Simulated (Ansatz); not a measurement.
A nudged elastic band was laid between two geometries of ClH3Si + H2O (8 atoms, charge 0, multiplicity 1).

Level of theory: RKS B3LYP-D4/def2-SVP (Ansatz).

```json
{
 "movable images": "5",
 "climbing image": "yes",
 "spring": "5.0 eV/Å²",
 "optimiser": "quadratic models (default)",
 "start path": "through a guess of the saddle point",
 "force threshold": "0.05 eV/Å",
 "iteration limit": "60",
 "end points": "relaxed"
}
```

Image 0:

```xyz
8
Properties=species:S:1:pos:R:3
Si 0.360 0.041 -0.061
Cl 0.309 -0.141 2.031
H 1.803 0.047 -0.428
H -0.264 1.320 -0.468
H -0.287 -1.144 -0.675
O -2.603 0.030 0.746
H -2.816 -0.914 0.723
H -2.159 0.131 1.601
```

Image 6:

```xyz
8
Properties=species:S:1:pos:R:3
Si -0.293 -0.098 -0.505
Cl -0.712 0.839 3.194
H 0.894 -0.895 -0.085
H -0.028 1.355 -0.379
H -0.633 -0.450 -1.914
O -1.619 -0.401 0.499
H -1.967 -1.302 0.517
H -1.299 0.324 2.143
```

(1) What changes between the two ends?

(2) Give the energies along the band, and the barrier.

(3) What is the geometry of the highest image?

(4) What are the harmonic wavenumbers there?

Results:

(1) Bonds broken: Si1–Cl2, O6–H8. Bonds formed: Si1–O6, Cl2–H8. ClH3Si + H2O becomes ClH + H4OSi.

(2) It converged. The highest image is number 3 of 0 to 6, 0.91 eV above the first end and 0.92 eV above the last; the last end lies 0.00 eV below the first. A vibrational analysis at the climbing image gives one clearly imaginary mode, 171i cm⁻¹: a first-order saddle point. The orbitals stay closed-shell, which can raise the energy where a bond breaks towards radicals; this wasn't checked here.

```json
{"image": "0", "path coordinate (Å)": "0.00", "energy (eV)": "0.00", "Si1–Cl2 (Å)": "2.10", "O6–H8 (Å)": "0.97", "Si1–O6 (Å)": "3.07"}
{"image": "1", "path coordinate (Å)": "0.94", "energy (eV)": "0.09", "Si1–Cl2 (Å)": "2.10", "O6–H8 (Å)": "0.97", "Si1–O6 (Å)": "3.15"}
{"image": "2", "path coordinate (Å)": "1.88", "energy (eV)": "0.64", "Si1–Cl2 (Å)": "2.17", "O6–H8 (Å)": "0.97", "Si1–O6 (Å)": "2.58"}
{"image": "3", "path coordinate (Å)": "2.81", "energy (eV)": "0.91", "Si1–Cl2 (Å)": "2.47", "O6–H8 (Å)": "1.02", "Si1–O6 (Å)": "1.91"}
{"image": "4", "path coordinate (Å)": "3.45", "energy (eV)": "0.50", "Si1–Cl2 (Å)": "2.86", "O6–H8 (Å)": "1.40", "Si1–O6 (Å)": "1.76"}
{"image": "5", "path coordinate (Å)": "4.08", "energy (eV)": "0.03", "Si1–Cl2 (Å)": "3.45", "O6–H8 (Å)": "1.76", "Si1–O6 (Å)": "1.70"}
{"image": "6", "path coordinate (Å)": "4.71", "energy (eV)": "0.00", "Si1–Cl2 (Å)": "3.84", "O6–H8 (Å)": "1.82", "Si1–O6 (Å)": "1.69"}
```

(3) 
```xyz
8
Properties=species:S:1:pos:R:3
Si -0.196 0.099 -0.113
Cl 0.003 0.805 2.247
H 1.020 -0.717 0.117
H -0.073 1.515 -0.525
H -0.785 -0.568 -1.338
O -1.829 -0.365 0.755
H -2.215 -1.245 0.604
H -1.581 -0.153 1.721
```

(4) 171i, 190, 340, 385, 455, 598, 681, 716, 856, 980, 1052, 1075, 1370, 2095, 2240, 2284, 2938, 3766 cm⁻¹.

Time of the run: 4.3 min on 1 thread of Arm Neoverse V1, with other jobs on the host, peak memory 0.17 GiB.
